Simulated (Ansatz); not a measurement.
```yaml
crystal:
  periodic: [false, false, false]
  atoms:
    - {symbol: C, position_ang: [0.038658, -0.412027, 1.710406]}
    - {symbol: C, position_ang: [0.355357, -0.436243, 0.252602]}
    - {symbol: O, position_ang: [1.223983, 0.624663, -0.246848]}
    - {symbol: C, position_ang: [-0.072039, 0.600689, -0.686332]}
    - {symbol: N, position_ang: [-0.258719, 0.513827, -2.075252]}
    - {symbol: F, position_ang: [-0.877543, 1.575511, -0.192820]}
    - {symbol: H, position_ang: [0.907903, -0.721417, 2.295942]}
    - {symbol: H, position_ang: [-0.776899, -1.107619, 1.924541]}
    - {symbol: H, position_ang: [-0.261369, 0.586209, 2.026611]}
    - {symbol: H, position_ang: [0.608725, -1.409491, -0.167648]}
    - {symbol: H, position_ang: [-1.207419, 0.262705, -2.316569]}
    - {symbol: H, position_ang: [0.396463, -0.132008, -2.490732]}
basis:
  gaussian: {orbitals: cc-pVTZ}
hamiltonian: {xc: {name: HF}}
correlation: {method: mp2, frozen_orbitals: {C: 0}}
output: {forces: true}
```

```sh
$ ansatz run in.yaml --threads 4 --pin off --events-out ev --progress --plain --max-ram 10444MiB
```

Shortened log:

```
Functional definition: HF
Error: "frozen_orbitals" has no count for O
```

Task: What is wrong with this run?

Result: Frozen orbitals are typed for one element alone, and the program wants a count for each. The input was rejected before any iteration.
